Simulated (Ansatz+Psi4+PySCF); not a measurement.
**triplet Si3: levels of theory in one basis**

```xyz
3

Si    1.3023   -0.0238    0.0044
Si   -0.6738    1.1680   -0.0097
Si   -0.6701   -1.1390   -0.0279
```

Basis set: cc-pV(T+d)Z (spherical functions). Frozen core: 15 orbitals. Correlation on ROHF uses semicanonical orbitals with singles. Charge 0, multiplicity 3.

Computed with Ansatz (development build ahead of 0.2.0) and Psi4 1.11; each method stands on the lowest determinant of its kind that the runs found.

| method | E − E(ROHF) (eV) | <S²> of the determinant |
| --- | --- | --- |
| ROHF | 0.00 | 2.00 |
| UHF | -0.18 | 2.03 |
| ROHF-MP2 | -8.23 | – |

What does UHF-MP2 give on the same scale?

-8.15 eV.
